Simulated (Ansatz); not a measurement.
# H₂S₂: vertical ionisation energy

An exercise on one series of results from a longer session: the logs are not shown, and one member is left open.

The runs use Ansatz 0.2.0, Gaussian basis; unrestricted cation, the program's frozen cores in correlated methods.

The runs, in order: UKS PBE-D4/def2-TZVPP; UKS r2SCAN-D4/def2-TZVPP; UKS PBE0-D4/def2-TZVPP; UKS B3LYP-D4/def2-TZVPP; UKS wB97X-V/def2-TZVPP; UKS wB97M-V/def2-TZVPP; UKS B2PLYP/def2-TZVPP; UHF-CCSD(T)/def2-TZVPP; UHF-MP2/def2-QZVPP; extrapolation to the limit; then −ε(HOMO) from the neutral's earlier runs with LDA (SPW92), PBE-D4, revPBE-D4, BLYP-D4, r2SCAN-D4, B97M-V, PBE0-D4, B3LYP-D4, r2SCANh-D4, r2SCAN0-D4, HSE06-D4, BHLYP-D4, CAM-B3LYP-D4, LC-ωPBE, ωB97X-V, ωB97M-V.

1 further run of the same task is left out (it didn't finish).

**The relaxed structure**

An earlier PBE0-D4 in a triple-zeta def2 set relaxation fixed the geometry.

SMILES `SS`, 4 atoms, charge 0, spin multiplicity 1.

Atoms are counted from 1 here; the program's logs count them from 0.

Bond lengths: S1–S2 2.046 Å, S1–H3 1.347 Å, S2–H4 1.347 Å. Angles: S2–S1–H3 98.6°, S1–S2–H4 98.6°.

Set-up of the first run:

Contents of in.yaml:

```yaml
crystal:
  periodic: [false, false, false]
  atoms:
    - {symbol: S, position_ang: [0.796772, -0.805645, 0.162097]}
    - {symbol: S, position_ang: [0.076537, 1.106367, 0.060903]}
    - {symbol: H, position_ang: [-0.213907, -1.366250, 0.853830]}
    - {symbol: H, position_ang: [-0.603901, 1.005228, -1.097129]}
basis:
  gaussian: {orbitals: def2-TZVPP}
total_charge: 1
magnetization: {spin_polarized: true, initial_magnetization: 1}
hamiltonian: {xc: pbe, dispersion: d4}
```

The run is started by

```
$ ansatz run in.yaml --threads 2 --pin off --events-out ev --progress --plain --max-ram 4352MiB
```

Among the steps run: Cation, UKS PBE-D4/def2-TZVPP; Cation, UKS r2SCAN-D4/def2-TZVPP; Cation, UKS PBE0-D4/def2-TZVPP; Cation, UKS B3LYP-D4/def2-TZVPP; Cation, UKS wB97X-V/def2-TZVPP; Cation, UKS wB97M-V/def2-TZVPP; Cation, UKS B2PLYP (frozen core)/def2-TZVPP; Cation, UHF-CCSD(T)/def2-TZVPP; Cation, UHF-MP2/def2-QZVPP.

One table of the session follows, with a row left open; its other results are not shown here.

For comparison, −ε(HOMO) of the neutral from earlier runs:

```
  functional  −ε(HOMO) (eV)
 LDA (SPW92)           6.37
      PBE-D4           6.27
   revPBE-D4           6.24
     BLYP-D4           6.11
   r2SCAN-D4           6.55
      B97M-V           6.62
     PBE0-D4           7.52
    B3LYP-D4           7.27
  r2SCANh-D4           7.01
  r2SCAN0-D4           7.70
    HSE06-D4           7.12
    BHLYP-D4           8.62
CAM-B3LYP-D4           8.85
     LC-ωPBE          10.27
     ωB97X-V              ?
     ωB97M-V           9.70
```

Q: Estimate the row for ωB97X-V from the others.

As computed: −ε(HOMO) (eV): 9.89. In the column «−ε(HOMO) (eV)» it lies between ωB97M-V (9.70) and LC-ωPBE (10.27).

Caveats from the session: The cation may have settled in a state other than its lowest; no search over hole states beyond the program's own was made.
